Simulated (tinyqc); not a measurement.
Inside a calculation. Method: CIS on RHF in the sto-3g basis, frozen core, for LiH, spin multiplicity 1. Computed by tinyqc, a small Python program that keeps every step (integrals from PySCF). Settings: charge = 0, multiplicity = 1, basis = sto-3g, method = RHF, frozen orbitals = 1, energy threshold = 1e-10, iteration cap = 63, orthogonalisation = canonical, start = core, DIIS depth = 6. Command: `OMP_NUM_THREADS=1 python tinyqc.py 24281 24282 out.jsonl` (the two numbers bound the seeds that draw the settings). One thread of a shared host (Intel(R) Xeon(R) Processor @ 2.60GHz), about 0.06 s of CPU time with the checks. The early iterations of the SCF are left out here.

## One-electron integrals

Geometry (angstrom):
```
atom         x         y         z
Li    0.000000  0.000000  0.000000
H     0.000000  0.000000  1.493000
```

Basis sto-3g: exponents (1/bohr^2) and contraction coefficients of normalised primitives:
```
element  l (shell)   exponent  coefficient
Li           s (1)  16.119575     0.154329
Li           s (1)   2.936201     0.535328
Li           s (1)   0.794651     0.444635
Li           s (2)   0.636290    -0.099967
Li           s (2)   0.147860     0.399513
Li           s (2)   0.048089     0.700115
Li           p (3)   0.636290     0.155916
Li           p (3)   0.147860     0.607684
Li           p (3)   0.048089     0.391957
H            s (1)   3.425251     0.154329
H            s (1)   0.623914     0.535328
H            s (1)   0.168855     0.444635
```

Overlap, kinetic and nuclear-attraction integrals over the contracted functions; the nuclear repulsion is the sum of Za Zb / Rab.

nuclear repulsion = 1.06331657 hartree

overlap S, lower triangle:
```
           1Li 1s    1Li 2s   1Li 2px   1Li 2py   1Li 2pz     2H 1s
1Li 1s   1.000000
1Li 2s   0.241137  1.000000
1Li 2px  0.000000  0.000000  1.000000
1Li 2py  0.000000  0.000000  0.000000  1.000000
1Li 2pz  0.000000  0.000000  0.000000  0.000000  1.000000
2H 1s    0.083491  0.422012  0.000000  0.000000  0.531240  1.000000
```

kinetic energy T (hartree), lower triangle:
```
            1Li 1s    1Li 2s   1Li 2px   1Li 2py   1Li 2pz     2H 1s
1Li 1s    3.576786
1Li 2s   -0.020237  0.102163
1Li 2px   0.000000  0.000000  0.319682
1Li 2py   0.000000  0.000000  0.000000  0.319682
1Li 2pz   0.000000  0.000000  0.000000  0.000000  0.319682
2H 1s    -0.017164  0.049514  0.000000  0.000000  0.145722  0.760032
```

nuclear attraction V (hartree), lower triangle:
```
            1Li 1s     1Li 2s    1Li 2px    1Li 2py    1Li 2pz      2H 1s
1Li 1s   -8.337320
1Li 2s   -1.049799  -1.509926
1Li 2px   0.000000   0.000000  -1.465709
1Li 2py   0.000000   0.000000   0.000000  -1.465709
1Li 2pz  -0.018475  -0.127833   0.000000   0.000000  -1.568432
2H 1s    -0.364330  -0.811329   0.000000   0.000000  -1.036632  -2.285494
```

core Hamiltonian H = T + V (hartree), lower triangle:
```
            1Li 1s     1Li 2s    1Li 2px    1Li 2py    1Li 2pz      2H 1s
1Li 1s   -4.760534
1Li 2s   -1.070036  -1.407763
1Li 2px   0.000000   0.000000  -1.146027
1Li 2py   0.000000   0.000000   0.000000  -1.146027
1Li 2pz  -0.018475  -0.127833   0.000000   0.000000  -1.248750
2H 1s    -0.381494  -0.761815   0.000000   0.000000  -0.890910  -1.525462
```

## Two-electron integrals

Functions are numbered as in S; the eight-fold symmetry (ij|kl) = (ji|kl) = (kl|ij) leaves the list below.

Two-electron integrals (ij|kl) in chemists' order, unique and non-zero (hartree):
```
(11|11) 1.680395   (21|11) 0.265420   (21|21) 0.049941   (22|11) 0.397727
(22|21) 0.092860   (22|22) 0.290562   (31|31) 0.008981   (32|31) 0.013788
(32|32) 0.064184   (33|11) 0.396640   (33|21) 0.092880   (33|22) 0.290497
(33|33) 0.312946   (41|41) 0.008981   (42|41) 0.013788   (42|42) 0.064184
(43|43) 0.016869   (44|11) 0.396640   (44|21) 0.092880   (44|22) 0.290497
(44|33) 0.279207   (44|44) 0.312946   (51|51) 0.008981   (52|51) 0.013788
(52|52) 0.064184   (53|53) 0.016869   (54|54) 0.016869   (55|11) 0.396640
(55|21) 0.092880   (55|22) 0.290497   (55|33) 0.279207   (55|44) 0.279207
(55|55) 0.312946   (61|11) 0.089813   (61|21) 0.016967   (61|22) 0.032003
(61|33) 0.031625   (61|44) 0.031625   (61|51) 0.002004   (61|52) 0.003828
(61|55) 0.032775   (61|61) 0.006300   (62|11) 0.168187   (62|21) 0.039530
(62|22) 0.125982   (62|33) 0.120071   (62|44) 0.120071   (62|51) 0.006481
(62|52) 0.035691   (62|55) 0.137673   (62|61) 0.015914   (62|62) 0.084637
(63|31) 0.003579   (63|32) 0.015514   (63|53) 0.005846   (63|63) 0.006933
(64|41) 0.003579   (64|42) 0.015514   (64|54) 0.005846   (64|64) 0.006933
(65|11) 0.196607   (65|21) 0.046788   (65|22) 0.155144   (65|33) 0.144968
(65|44) 0.144968   (65|51) 0.010138   (65|52) 0.054566   (65|55) 0.175298
(65|61) 0.019796   (65|62) 0.115231   (65|65) 0.160057   (66|11) 0.352357
(66|21) 0.084392   (66|22) 0.291097   (66|33) 0.266374   (66|44) 0.266374
(66|51) 0.017084   (66|52) 0.108734   (66|55) 0.340032   (66|61) 0.035969
(66|62) 0.238928   (66|65) 0.339549   (66|66) 0.774606
```

## Orthogonalisation

S = U s U^T; canonical form X = U s^(-1/2), so that X^T S X = 1. Each column of U has its largest component positive (the first on a tie).

eigenvalues of S: 0.317913  0.797582  1.000000  1.000000  1.165247  1.719258

X:
```
                 1          2         3          4          5         6
1Li 1s    0.136322   0.809155  0.000000   0.000000   0.596473  0.182588
1Li 2s   -0.814369  -0.622534  0.000000   0.000000   0.463870  0.365222
1Li 2px   0.000000   0.000000  0.143901   0.989592   0.000000  0.000000
1Li 2py   0.000000   0.000000  0.989592  -0.143901   0.000000  0.000000
1Li 2pz  -0.964483   0.429761  0.000000   0.000000  -0.511753  0.382694
2H 1s     1.238351  -0.163751  0.000000   0.000000  -0.159186  0.518137
```

Within a degenerate level the vectors are fixed only up to a rotation; this is one choice.

## Iteration 7 (converged): orbitals

converged F (hartree), lower triangle:
```
            1Li 1s     1Li 2s   1Li 2px   1Li 2py    1Li 2pz      2H 1s
1Li 1s   -2.344022
1Li 2s   -0.639987  -0.231700
1Li 2px   0.000000   0.000000  0.163726
1Li 2py   0.000000   0.000000  0.000000  0.163726
1Li 2pz   0.013408  -0.112674  0.000000  0.000000  -0.011181
2H 1s    -0.227131  -0.286016  0.000000  0.000000  -0.241647  -0.171803
```

Diagonalise F' = X^T F X, C = X C', fill 2 alpha and 2 beta electrons from the bottom; D = 2 C_occ C_occ^T. Each column has its largest component positive (the first on a tie).

F' = X^T F X (hartree), lower triangle:
```
           1          2         3         4          5          6
1   0.567912
2  -0.105349  -0.880915
3   0.000000   0.000000  0.163726
4   0.000000   0.000000  0.000000  0.163726
5  -0.057692  -1.088369  0.000000  0.000000  -1.153936
6  -0.028927  -0.400653  0.000000  0.000000  -0.505850  -0.518847
```

orbital energies (hartree): MO1 -2.346736, MO2 -0.294121, MO3 0.079037, MO4 0.163726, MO5 0.163726, MO6 0.576034

coefficients C:
```
               MO1        MO2        MO3        MO4       MO5        MO6
1Li 1s    0.991099  -0.175089  -0.208555   0.000000  0.000000   0.077492
1Li 2s    0.031929   0.445395   0.801615   0.000000  0.000000  -0.746542
1Li 2px   0.000000   0.000000   0.000000   0.897948  0.440101   0.000000
1Li 2py   0.000000   0.000000   0.000000  -0.440101  0.897948   0.000000
1Li 2pz  -0.007262   0.349780  -0.612789   0.000000  0.000000  -1.012599
2H 1s     0.007234   0.543738  -0.133385   0.000000  0.000000   1.241224
```

D after iteration 7, lower triangle:
```
            1Li 1s    1Li 2s   1Li 2px   1Li 2py   1Li 2pz     2H 1s
1Li 1s    2.025869
1Li 2s   -0.092679  0.398793
1Li 2px   0.000000  0.000000  0.000000
1Li 2py   0.000000  0.000000  0.000000  0.000000
1Li 2pz  -0.136880  0.311117  0.000000  0.000000  0.244797
2H 1s    -0.176067  0.484819  0.000000  0.000000  0.380272  0.591408
```

Within a degenerate level the vectors are fixed only up to a rotation; this is one choice.

## Convergence

Stop when the energy changes by less than 1e-10 hartree and every element of the error matrix X^T (F D S - S D F) X is below 3e-06.

Course of the cycle:
```
iteration  E (hartree)     change  largest element of the error matrix
1          -7.81434837          -                             2.40e-01
2          -7.86236283  -4.80e-02                             2.09e-02
3          -7.86320510  -8.42e-04                             4.51e-03
4          -7.86330493  -9.98e-05                             1.28e-03
5          -7.86331516  -1.02e-05                             2.49e-05
6          -7.86331516  -2.46e-09                             1.51e-06
7          -7.86331516  -2.11e-12                             3.94e-08
```

PySCF RHF in the same basis = -7.86331516 hartree

Converged in 7 iterations.

## Integrals over molecular orbitals

(pq|rs) = sum C_ip C_jq C_kr C_ls (ij|kl), one index at a time.

one-electron integrals over orbitals h = C^T H C (hartree), lower triangle:
```
           1          2          3          4          5          6
1  -4.750873
2   0.109925  -1.534903
3   0.168241   0.035804  -1.133037
4   0.000000   0.000000   0.000000  -1.146027
5   0.000000   0.000000   0.000000   0.000000  -1.146027
6  -0.024925  -0.085459   0.032430   0.000000   0.000000  -0.932382
```

Two-electron integrals over orbitals (pq|rs), unique and non-zero (hartree); the lowest 1 orbital is frozen and left out:
```
(22|22) 0.494774    (32|22) -0.046823   (32|32) 0.012080    (33|22) 0.226847
(33|32) 0.006070    (33|33) 0.338871    (42|42) 0.024028    (43|42) 0.019207
(43|43) 0.041319    (44|22) 0.275493    (44|32) 0.004661    (44|33) 0.282231
(44|44) 0.312946    (52|52) 0.024028    (53|52) 0.019207    (53|53) 0.041319
(54|54) 0.016869    (55|22) 0.275493    (55|32) 0.004661    (55|33) 0.282231
(55|44) 0.279207    (55|55) 0.312946    (62|22) 0.132637    (62|32) -0.033422
(62|33) -0.009241   (62|44) -0.010522   (62|55) -0.010522   (62|62) 0.122895
(63|22) -0.050912   (63|32) 0.008381    (63|33) 0.036055    (63|44) 0.001353
(63|55) 0.001353    (63|62) -0.031005   (63|63) 0.026299    (64|42) -0.019510
(64|43) -0.013872   (64|64) 0.019450    (65|52) -0.019510   (65|53) -0.013872
(65|65) 0.019450    (66|22) 0.457568    (66|32) -0.042077   (66|33) 0.242058
(66|44) 0.269363    (66|55) 0.269363    (66|62) 0.140885    (66|63) -0.043519
(66|66) 0.456476
```

## CIS matrix, singlets

A(ia,jb) = (e_a - e_i) d_ij d_ab + 2 (ia|jb) - (ij|ab).

CIS matrix A, singlet (hartree), lower triangle:
```
           2>3       2>4       2>5       2>6
2>3   0.170470
2>4   0.000000  0.230409
2>5   0.000000  0.000000  0.230409
2>6  -0.015932  0.000000  0.000000  0.658376
```

## CIS singlet states

dipole integrals <i|r|a> (bohr):
```
            x          y          z
2>3  0.000000   0.000000  -0.377720
2>4  0.872843  -0.427797   0.000000
2>5  0.427797   0.872843   0.000000
2>6  0.000000   0.000000   0.614211
```

Diagonalise A (1 hartree = 27.211386 eV); each vector has its largest component positive (the first on a tie). The transition dipole is mu = sqrt2 sum c_ia <i|r|a>.

singlet excitation energies (eV): 4.624575  6.269752  6.269752  17.929474

lowest vectors:
```
      state 1   state 2    state 3    state 4
2>3  0.999468  0.000000   0.000000  -0.032603
2>4  0.000000  0.999915  -0.013061   0.000000
2>5  0.000000  0.013061   0.999915   0.000000
2>6  0.032603  0.000000   0.000000   0.999468
```

oscillator strengths 2/3 w |mu|^2: 0.028960  0.290274  0.290274  0.344494

Within a degenerate level the vectors are fixed only up to a rotation; this is one choice.

## CIS matrix, triplets

A(ia,jb) = (e_a - e_i) d_ij d_ab - (ij|ab).

CIS matrix A, triplet (hartree), lower triangle:
```
          2>3       2>4       2>5       2>6
2>3  0.146311
2>4  0.000000  0.182354
2>5  0.000000  0.000000  0.182354
2>6  0.050912  0.000000  0.000000  0.412587
```

## CIS triplet states

Diagonalise A (1 hartree = 27.211386 eV); each vector has its largest component positive (the first on a tie).

triplet excitation energies (eV): 3.725465  4.962101  4.962101  11.482910

lowest vectors:
```
       state 1   state 2    state 3   state 4
2>3   0.983371  0.000000   0.000000  0.181607
2>4   0.000000  0.929789  -0.368094  0.000000
2>5   0.000000  0.368094   0.929789  0.000000
2>6  -0.181607  0.000000   0.000000  0.983371
```

Within a degenerate level the vectors are fixed only up to a rotation; this is one choice.
